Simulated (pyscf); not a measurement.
Single points on ωB97X-D3(BJ)/def2-SVP structures (PySCF, gas phase).

Question: Estimate by transition-state theory the rate constant of HO–AsH₂ + H• → •O–AsH₂ + H₂ (doublet surface; H–O broken, H–H formed) at 1200 K, with ωB97M-D3(BJ)/def2-TZVP energies (ideal gas, 1 atm, RRHO with modes under 100 cm⁻¹ raised to 100, one conformer, R ln 2 for chiral ones without a mode under 150 cm⁻¹; no tunnelling).

Answer: The electronic barrier is 12.1 kcal/mol and the thermal terms add +25.9, so ΔG‡ = 38.1 kcal/mol. With k_BT/h = 2.50e+13 s⁻¹ and RT = 2.385 kcal/mol, and a volume of 1.64e-19 cm³ per molecule at 1 atm, k = 4.8e-13 cm³ molecule⁻¹ s⁻¹. Wigner's tunnelling factor for 1622i cm⁻¹ would be 1.16. A shift of 1 kcal/mol in the barrier changes k by a factor 1.5. •O–AsH₂ lies 33.4 kcal/mol over its isomer HO–AsH• (electronic energy, ωB97M-D3(BJ)/def2-TZVP). One saddle was located; it need not be the lowest between these sides. The angle at the transferred H is 169°. Elements up to Kr have no core potential and no relativistic terms here.
